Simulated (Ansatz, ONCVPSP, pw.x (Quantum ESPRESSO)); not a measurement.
## What a changed setting does to a pw.x run (bcc Ba)

Potential: optimised norm-conserving Vanderbilt (ONCV), ONCVPSP 4.0.1.1 (patched build), PBE; core [Kr] 4d10 5s2, reference 5p6 6s2; waves: 6s: rc 3.55 bohr, ncon 4, nbas 8, qcut 1.6 1/bohr, 2 projectors, debl 1.3 Ha; 5p: rc 2.80 bohr, ncon 4, nbas 7, qcut 5.6 1/bohr, 2 projectors, debl 2 Ha; d scattering state at 0.29 Ha: rc 3.05 bohr, ncon 4, nbas 8, qcut 3.4 1/bohr, 2 projectors, debl 0.45 Ha; local part: polynomial inside 2.25 bohr (lpopt 3, dvloc0 2 Ha); core correction: none. In the d channel the program set the typed energies aside and used 0.050, 0.500 Ha.

The reference run (k-mesh 9³, cutoffs 35/140 Ry, Fermi–Dirac 0.01 Ry, mixing_beta 0.4, conv_thr 1e-9, no spin) gives 0.06 GPa at 63.608 Å³/atom, where all-electron LAPW gives 0.01 GPa. This run, with its own iteration cap, changes k-mesh points per axis to 6.

```
&control
  calculation='scf', prefix='x', pseudo_dir='./', outdir='./tmp', tstress=.true., disk_io='none'
/
&system
  ibrav=0, nat=1, ntyp=1, ecutwfc=35, ecutrho=140, nbnd=11,
  occupations='smearing', smearing='fd', degauss=0.01
/
&electrons
  conv_thr=1e-09, mixing_beta=0.4, electron_maxstep=60
/
ATOMIC_SPECIES
Ba 1.0 Ba.UPF
CELL_PARAMETERS angstrom
  -2.51468688 2.51468688 2.51468688
  2.51468688 -2.51468688 2.51468688
  2.51468688 2.51468688 -2.51468688
ATOMIC_POSITIONS crystal
Ba 0.0000 0.0000 0.0000
K_POINTS automatic
6 6 6 0 0 0
```

```bash
pw.x < Ba.scf.in > Ba.scf.out
```

Task: How does the run end?

Result: It converges in 6 iterations; the free energy moves by +1.2 meV/atom and the pressure by +0.02 GPa.

```
Message from routine setup:
     using ibrav=0 with symmetry is DISCOURAGED, use correct ibrav instead
     lattice parameter (alat)  =       8.2308  a.u.
     unit-cell volume          =     429.2481 (a.u.)^3
     number of electrons       =         8.00
     number of Kohn-Sham states=           11
     kinetic-energy cutoff     =      35.0000  Ry
     charge density cutoff     =     140.0000  Ry
     scf convergence threshold =      1.0E-09
     Exchange-correlation= PBE
     number of k points=    16  Fermi-Dirac smearing, width (Ry)=  0.0100
     iteration #  1     ecut=    35.00 Ry     beta= 0.40
     total energy              =     -30.70835596 Ry
     estimated scf accuracy    <       0.00055500 Ry
     iteration #  2     ecut=    35.00 Ry     beta= 0.40
     total energy              =     -30.70853118 Ry
     estimated scf accuracy    <       0.00022091 Ry
     iteration #  3     ecut=    35.00 Ry     beta= 0.40
     total energy              =     -30.70855466 Ry
     estimated scf accuracy    <       0.00000250 Ry
     iteration #  4     ecut=    35.00 Ry     beta= 0.40
     total energy              =     -30.70855510 Ry
     estimated scf accuracy    <       0.00000004 Ry
     iteration #  5     ecut=    35.00 Ry     beta= 0.40
     total energy              =     -30.70855511 Ry
     estimated scf accuracy    <          7.4E-09 Ry
     iteration #  6     ecut=    35.00 Ry     beta= 0.40
     the Fermi energy is     5.0039 ev
!    total energy              =     -30.70855511 Ry
     estimated scf accuracy    <          1.3E-10 Ry
     smearing contrib. (-TS)   =      -0.00683841 Ry
     The total energy is F=E-TS. E is the sum of the following terms:
     one-electron contribution =      -5.43677018 Ry
     hartree contribution      =       4.36116759 Ry
     xc contribution           =      -5.11984988 Ry
     ewald contribution        =     -24.50626422 Ry
     convergence has been achieved in   6 iterations
          total   stress  (Ry/bohr**3)                   (kbar)     P=        0.78
     Message from routine punch:
     Nothing written, as per user request (disk_io='none')
```

The run took about 4.3 s on one core of a shared host (Neoverse-N1, 64 threads, 124 GiB, load 61).
